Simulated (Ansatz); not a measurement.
## Worked example: HGeCl, triplet against HGeCl, singlet

Geometry (PBE0/def2-TZVP stationary point of a singlet), kept for both states (HGeCl, singlet: A'; HGeCl, triplet: A''):

```xyz
3

Ge    0.0000   -0.0334    0.7078
Cl    0.0000    0.0241   -1.4746
H     0.0000    1.5604    0.8535
```

Basis cc-pVDZ; Ansatz 0.2.0. Correlated methods freeze the noble-gas cores and the filled d shells of p-block atoms. Prefix R: restricted or restricted open-shell reference; prefix U: unrestricted. No spin–orbit coupling is included, and no scalar relativity.

Full CI isn't at hand for all of this; UCCSDT(Q) serves as the reference, and is uncertain by about the last step of the cluster series.

```csv
level,"E(HGeCl, singlet) (hartree)","E(HGeCl, triplet) (hartree)"
UHF,-2535.435549,-2535.386100
UMP2,-2535.645488,-2535.581095
UCCSD(T),-2535.680705,-2535.613184
PBE,-2537.282419,-2537.215538
r2SCAN,-2537.741012,-2537.680120
UCCSDT(Q),-2535.681953,-2535.614558
```

Problem. Give the vertical gap, HGeCl triplet less HGeCl singlet, at each level in eV (1 hartree = 27.2114 eV), and each error against UCCSDT(Q).

Solution. UCCSDT(Q): (-2535.614558 − (-2535.681953)) × 27.2114 = 1.834 eV (the reference)
r2SCAN: (-2537.680120 − (-2537.741012)) × 27.2114 = 1.657 eV, error -0.177 eV
PBE: (-2537.215538 − (-2537.282419)) × 27.2114 = 1.820 eV, error -0.014 eV
UCCSD(T): (-2535.613184 − (-2535.680705)) × 27.2114 = 1.837 eV, error 0.003 eV
UMP2: (-2535.581095 − (-2535.645488)) × 27.2114 = 1.752 eV, error -0.082 eV
UHF: (-2535.386100 − (-2535.435549)) × 27.2114 = 1.346 eV, error -0.488 eV

Total energies of functionals can't be set beside those of wave-function methods, since they hold the core's correlation and their own absolute errors; only the differences compare.

In so small a basis the reference is far from its limit while semilocal and hybrid functionals are nearer theirs, so the functionals' errors here hold much of the reference's basis and frozen-core error, which can add to them or hide them.

Each level lands on the state that its own search finds. T1 diagnostics of restricted CCSD: 0.015 and 0.029.
